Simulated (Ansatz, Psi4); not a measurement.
Worked example: the enthalpy of formation of SF2 (sulfur difluoride)

The species is SF2 (3 atoms), meant as a singlet with charge 0. As SMILES, `FSF`. The shape is that of a PBE0-D4/def2-TZVP optimisation.

```xyz
3

F     0.4401    1.1164    0.3654
S    -0.6020    0.1265   -0.3152
F     0.1618   -1.2430   -0.0502
```

Total energies at PBE/def2-TZVP (Psi4 1.11); the atoms run unrestricted:

| species | state | energy (Eh) |
| --- | --- | --- |
| SF2 | singlet | -597.580690 |
| F | doublet | -99.669123 |
| S | triplet | -397.938332 |

Harmonic wavenumbers at PBE0-D4/def2-TZVP, in cm⁻¹: 355, 834, 862.

Measured heats of formation of the gaseous atoms at 298.15 K, in kJ/mol: F 79.4, S 277.0. Spin-orbit lowering of the atoms at 298 K (mean of the ground term's levels less their thermal mean, from spectra), in kJ/mol: F 1.29, S 1.88. Take 1 Eh = 2625.50 kJ/mol, 1 cm⁻¹ = 0.0119627 kJ/mol, RT = 2.479 kJ/mol.

Problem. Work out the heat of formation of the gas at 298 K.

Solution. 
1. Electronic atomisation energy: 2 × (-99.669123) + (-397.938332) − (-597.580690) = 0.304112 Eh = 798.4 kJ/mol.
2. Zero-point energy: half the sum of the wavenumbers, 1025.5 cm⁻¹ = 12.3 kJ/mol.
3. Thermal vibrational enthalpy, Σ hcν̃/(exp(hcν̃/kT) − 1): 1.3 kJ/mol. Translation, rotation and pV of a non-linear molecule: 4 RT = 9.9 kJ/mol.
4. The 3 free atoms carry 5/2 RT each: 18.6 kJ/mol.
5. Spin-orbit coupling lowers the free atoms by 2 × 1.29 + 1.88 = 4.5 kJ/mol.
6. Atomisation enthalpy at 298 K: 798.4 − 4.5 − 12.3 − 1.3 − 9.9 + 18.6 = 789.0 kJ/mol.
7. Sum of the atoms' heats of formation: 435.8 kJ/mol. Heat of formation: 435.8 − 789.0 = -353.2 kJ/mol.

The tabulated value is -296.6 kJ/mol (NIST-JANAF tables), so this level is off by -56.6 kJ/mol, or 7.7 % of the atomisation enthalpy that the table implies (732.4 kJ/mol). Gradient-corrected functionals often overbind somewhat. Anharmonicity and any spin-orbit splitting of the molecule are left out.
